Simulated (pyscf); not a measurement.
H₃C–SiH•–CH₃ + hydrogen (H₂) → H₃C–SiH₂–CH₃ + H atom (H•), a hydrogen abstraction (doublet surface; H–H broken, H–Si formed). Single points on ωB97X-D3(BJ)/def2-SVP structures (PySCF, gas phase). Energies in kcal/mol from the separated reactants.

Small-basis levels: PySCF, no dispersion term, spherical d functions. AM1 to PM7: differences of heats of formation from MOPAC. Open shells are spin-unrestricted. 

| level | barrier | reaction energy |
|---|---|---|
| MP2/6-31G* | ? | +6.6 |
| SVWN5/6-31G* | 6.4 | +11.9 |
| BP86/6-31G* | 14.4 | +16.3 |
| B3LYP/6-31G* | 15.0 | +13.7 |
| B3LYP/6-311+G** | ? | +14.3 |
| PBE/def2-SVP | 10.1 | +10.8 |
| AM1 | 30.2 | +36.7 |
| ωB97M-D3(BJ)/def2-TZVP | ? | +9.5 |

Question: What belongs in the gaps?

Answer: 
- MP2/6-31G*, barrier: 18.4
- B3LYP/6-311+G**, barrier: 14.6
- ωB97M-D3(BJ)/def2-TZVP, barrier: 14.0

Against the last row the barrier runs from -7.5 (SVWN5/6-31G*) to +16.2 kcal/mol (AM1). At SVWN5/6-31G*, BP86/6-31G*, PBE/def2-SVP, AM1 this geometry lies under one side, so the entry may be no barrier of that level: it is a single point on another level's saddle. ωB97M-D3(BJ)/def2-TZVP has limits of its own. This is the saddle that the search found; another between the same sides may lie lower. The angle at the transferred H is 176°.
